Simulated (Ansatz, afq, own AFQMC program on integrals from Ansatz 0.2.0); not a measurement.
## AuSi⁺, triplet: AFQMC among the cluster methods

| atom | x (Å) | y (Å) | z (Å) |
| --- | --- | --- | --- |
| Au | 0.0000 | 0.0000 | 0.0000 |
| Si | 0.0000 | 0.0000 | 2.2918 |

Basis def2-TZVP with its core potentials. Noble-gas cores (and the filled d shells of Ga–Kr and In–Xe) are frozen. AFQMC by an in-house program on the Cholesky factors that Ansatz 0.2.0 writes for its CCSD(T) run. ph-AFQMC/CISD is guided by a CISD state made of CCSD amplitudes; releasing the constraint for a short imaginary time cuts its bias at the price of noise, slowly where states lie close. Uncertainties: one standard error, sampling alone. No spin–orbit coupling. The metal's outer-core s and p shells are frozen, which shifts wave-function levels against functionals.

Determinant: UHF, the one that the program's search chose, which needn't be the lowest solution. The geometry is a PBE0/def2-TZVP stationary point of this or a neighbouring charge and spin state.

No full CI on the walks' own integrals is used here; CCSDT(Q) serves as the reference and is uncertain by about the last step of the cluster series.

Cautions: no spin-orbit coupling; outer-core shells of the metal frozen; lower spins were not checked; the released energies move by 1.5 errors or more from one time to the next, so no released level is given (meV from the phaseless value at times in 1/Eh: -8 ± 5 at 0.24, -18 ± 6 at 0.60, -11 ± 5 at 1.20, -14 ± 8 at 1.80, -32 ± 11 at 2.60), though the last usable value meets CCSDT(Q) within the noise.

```
T1 diagnostic                               : 0.0318
weight of the determinant in the CISD state : 0.849
⟨S²⟩ of the determinant                     : 2.037
size of the correlated space                : 14 electrons in 68 orbitals
```

Reference: CCSDT(Q), correlation energy -9.603 eV.

```csv
level,E − E(reference) (kJ/mol),share of correlation (%)
HF,926.6,0.00
MP2,30.1,96.75
CCSD,33.3,96.40
CCSD(T),4.4,99.52
CCSDT,1.6,99.82
ph-AFQMC/HF,2.7 ± 2.9,99.71
ph-AFQMC/CISD,2.0 ± 0.5,99.78
```

A walk keeps the symmetry of its determinant, which the program's search chose and which needn't be the lowest solution, so a lower state of the same spin and another symmetry isn't excluded.
